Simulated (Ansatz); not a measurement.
Molecule (SMILES): Cl[CH]Cl, doublet.
Atoms: C1, Cl2, Cl3, H4. Bonds: C1-Cl2, C1-Cl3, C1-H4.

Basis-set convergence of the optimised C1-H4 bond length at PBE with Ansatz (a first-principles code). Cartesian d functions, on some or all atoms, in 6-31+G*, 6-311G**, 6-311+G**; all else is spherical. Open shells are unrestricted. No added dispersion term, no relativity. Reference: the value in pcseg-3, 1.0862 Å. Deviations are taken from unrounded values.

```tsv
basis	functions	optimised C1-H4 bond length (Å)	minus reference (Å)
def2-SV(P)	52	1.1018	0.0155
cc-pV(D+d)Z	65	1.0996	0.0133
6-31+G*	67	1.0915	0.0052
6-311G**	78	1.0882	0.0019
def2-SVPD	82	1.0985	0.0123
aug-pcseg-1	86	1.0954	0.0091
6-311+G**	90	1.0886	0.0024
def2-TZVP	111	1.0877	0.0014
cc-pV(T+d)Z	122	1.0863	0.0001
def2-TZVPD	138	1.0876	0.0014
6-311++G(3df,3pd)	151	1.0865	0.0003
aug-pcseg-2	169	1.0865	0.0003
pcseg-3	221	1.0862	0.0000
```
